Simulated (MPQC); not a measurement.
**One shape, several levels: [S3]−**

Wanted: a comparison of 4 runs (UHF/3-21G, UHF/def2-SVP, UPBE0/def2-SVP, USVWN5/aug-cc-pVDZ) of [S3]−. 

The results are computed with MPQC 2.3.1.

2 further runs of the same task are left out: 2 that didn't finish.

### 1 Starting point

The species is [S3]− (3 atoms), meant as a doublet with charge -1. The shape is that of a GFN2-xTB optimisation.

Bond lengths: S1–S2 1.985 Å, S2–S3 1.983 Å. Angles: S1–S2–S3 115.4°.

### 2 Energy and forces at UHF/3-21G (run 1)

The input, mol.in:

```
% S3
molecule<Molecule>: (
  symmetry = c1
  unit = bohr
  { atoms geometry } = {
    S  [ -2.11131541 0.55824399 2.39188305 ]
    S  [ 0.75042914 1.10528191 0.02978208 ]
    S  [ 1.36086737 -1.66354480 -2.42166513 ]
  }
)
basis<GaussianBasisSet>: (
  name = "3-21G"
  molecule = $:molecule
  basisdir = "."
  puream = yes
)
mpqc: (
  checkpoint = no
  savestate = no
  restart = no
  do_energy = yes
  do_gradient = yes
  optimize = no
  mole<UHF>: (
    molecule = $:molecule
    basis = $:basis
    total_charge = -1
    multiplicity = 2
    memory = 1000000000
    print_evals = yes
    print_npa = yes
    maxiter = 120
    value_accuracy = 1e-08
    guess_wavefunction<UHF>: (
      molecule = $:molecule
      total_charge = -1
      multiplicity = 2
      memory = 1000000000
      value_accuracy = 1e-3
      basis<GaussianBasisSet>: (
        name = "MINI (Huzinaga)"
        molecule = $:molecule
      )
    )
  )
)
```

The basis set 3-21G is read from a file made from the Basis Set Exchange's data (not shown).

Run with:

```console
mpqc -o mol.out mol.in
```

The log of the run:

```text
MPQC: Massively Parallel Quantum Chemistry
[...]
  <S^2>      = 0.757857
  total scf energy = -1186.6938601201
[...]
Value of the MolecularEnergy: -1186.6938601201
  Gradient of the MolecularEnergy:
      1    0.0621898035
      2    0.0122269390
      3   -0.0511030095
      4   -0.0491622171
      5   -0.0729068114
      6   -0.0022869456
      7   -0.0130275865
      8    0.0606798724
      9    0.0533899551
  Function Parameters:
    value_accuracy    = 6.001405e-09 (1.000000e-08) (computed)
[...]
      symmetry = c1
[...]
      nbasis = 39
[...]
    nalpha = 25
    nbeta = 24
[...]
```

It took 1.8 s on 1 thread of Arm Neoverse V1, shared host.

### 3 Energy and gradient at UHF/def2-SVP (run 2)

Changes to mol.in since step 2:

```diff
@@ -1,9 +1,8 @@
-% S3
 molecule<Molecule>: (
   symmetry = c1
-  unit = bohr
+  unit = angstrom
   { atoms geometry } = {
-    S  [ -2.11131541 0.55824399 2.39188305 ]
-    S  [ 0.75042914 1.10528191 0.02978208 ]
-    S  [ 1.36086737 -1.66354480 -2.42166513 ]
+    S  [ -1.117260 0.295410 1.265730 ]
+    S  [ 0.397110 0.584890 0.015760 ]
+    S  [ 0.720140 -0.880310 -1.281490 ]
   }
@@ -11,3 +10,3 @@
 basis<GaussianBasisSet>: (
-  name = "3-21G"
+  name = "def2-SVP"
   molecule = $:molecule
@@ -40,3 +39,3 @@
       basis<GaussianBasisSet>: (
-        name = "MINI (Huzinaga)"
+        name = "STO-3G"
         molecule = $:molecule
```

The basis set def2-SVP is read from a file made from the Basis Set Exchange's data (not shown).

Run with:

```console
mpqc mol.in > mol.out
```

The log of the run:

```text
MPQC: Massively Parallel Quantum Chemistry
[...]
  <S^2>      = 0.762726
  total scf energy = -1192.2320877224
[...]
Value of the MolecularEnergy: -1192.2320877224
  Gradient of the MolecularEnergy:
      1    0.0036539962
      2    0.0008605024
      3   -0.0029066734
      4   -0.0029633974
      5   -0.0047525226
      6   -0.0003793843
      7   -0.0006905988
      8    0.0038920202
      9    0.0032860577
  Function Parameters:
    value_accuracy    = 8.490003e-09 (1.000000e-08) (computed)
[...]
      symmetry = c1
[...]
      nbasis = 54
[...]
    nalpha = 25
    nbeta = 24
[...]
```

Run time: 4.8 s. Hardware: 1 thread of Arm Neoverse V1, shared host; peak memory 0.24 GiB.

Run 3 isn't shown in full; the table further down has it.

### 4 Energy and gradient at USVWN5/aug-cc-pVDZ (run 4)

The input, run.in:

```
% emacs should use -*- KeyVal -*- mode
molecule<Molecule>: (
  symmetry = c1
  unit = angstrom
  { atoms geometry } = {
    S  [ -1.117260 0.295410 1.265730 ]
    S  [ 0.397110 0.584890 0.015760 ]
    S  [ 0.720140 -0.880310 -1.281490 ]
  }
)
basis<GaussianBasisSet>: (
  name = "aug-cc-pVDZ"
  molecule = $:molecule
  basisdir = "."
  puream = yes
)
mpqc: (
  checkpoint = no
  savestate = no
  restart = no
  do_energy = yes
  do_gradient = yes
  optimize = no
  mole<UKS>: (
    molecule = $:molecule
    basis = $:basis
    total_charge = -1
    multiplicity = 2
    memory = 1000000000
    print_evals = yes
    print_npa = yes
    maxiter = 120
    value_accuracy = 1e-08
    functional<StdDenFunctional>: ( name = "SVWN5" )
    integrator<RadialAngularIntegrator>: ( grid = xfine )
    guess_wavefunction<UHF>: (
      molecule = $:molecule
      total_charge = -1
      multiplicity = 2
      memory = 1000000000
      value_accuracy = 1e-3
      basis<GaussianBasisSet>: (
        name = "STO-3G"
        molecule = $:molecule
      )
    )
  )
)
```

The basis set aug-cc-pVDZ is read from a file made from the Basis Set Exchange's data (not shown).

Run with:

```console
mpqc run.in > run.out
```

The log of the run:

```text
MPQC: Massively Parallel Quantum Chemistry
[...]
  Integrated electron density error = 0.000313764093
  iter     1 energy = -1189.7178498136 delta = 2.08315e-01
  Integrated electron density error = 0.000041159305
  iter     2 energy = -1190.5098304140 delta = 1.02474e-01
[...]
  Integrated electron density error = -0.000000024775
  iter    30 energy = -1190.5855548910 delta = 3.14404e-08
  Integrated electron density error = -0.000000024776
  iter    31 energy = -1190.5855548909 delta = 1.27107e-08
  Integrated electron density error = -0.000000024776
  iter    32 energy = -1190.5855548909 delta = 1.99412e-08
[...]
  <S^2>      = 0.750837
  total scf energy = -1190.5855548909
[...]
  Integrated electron density error = -0.000000031716
  Total Gradient:
[...]
Value of the MolecularEnergy: -1190.5855548909
  Gradient of the MolecularEnergy:
      1    0.0139602713
      2    0.0024218286
      3   -0.0116890026
      4   -0.0106627338
      5   -0.0162207245
      6   -0.0007713757
      7   -0.0032975375
      8    0.0137988959
      9    0.0124603782
  Unrestricted Kohn-Sham (UKS) Parameters:
    Function Parameters:
[...]
        symmetry = c1
[...]
        nbasis = 81
[...]
      nalpha = 25
      nbeta = 24
[...]
```

It took 1.9 min on 1 thread of Arm Neoverse V1, shared host; peak memory 0.54 GiB.

### 5 The series

| run | level | starting guess | integration grid | energy (Eh) | ⟨S²⟩ | largest force (eV/Å) | wall time |
| --- | --- | --- | --- | --- | --- | --- | --- |
| 1 | UHF/3-21G | MINI (Huzinaga) | – | -1186.693860 | 0.758 | 4.523 | 1.8 s |
| 2 | UHF/def2-SVP | STO-3G | – | -1192.232088 | 0.763 | 0.289 | 4.8 s |
| 3 | UPBE0/def2-SVP | MINI (Huzinaga) | xfine | -1193.836741 | 0.752 | 0.578 | 39 s |
| 4 | USVWN5/aug-cc-pVDZ | STO-3G | xfine | -1190.585555 | 0.751 | 0.999 | 1.9 min |

### 6 Results

| quantity | value |
| --- | --- |
| run 4: total energy | -1190.58555 Eh |
| run 4: ⟨S²⟩ | 0.751 |
| run 4: largest force on an atom | 0.999 eV/Å |

What this shows: Totals of different functionals can't be ranked against each other. All runs together took 2.7 min, the longest 1.9 min.
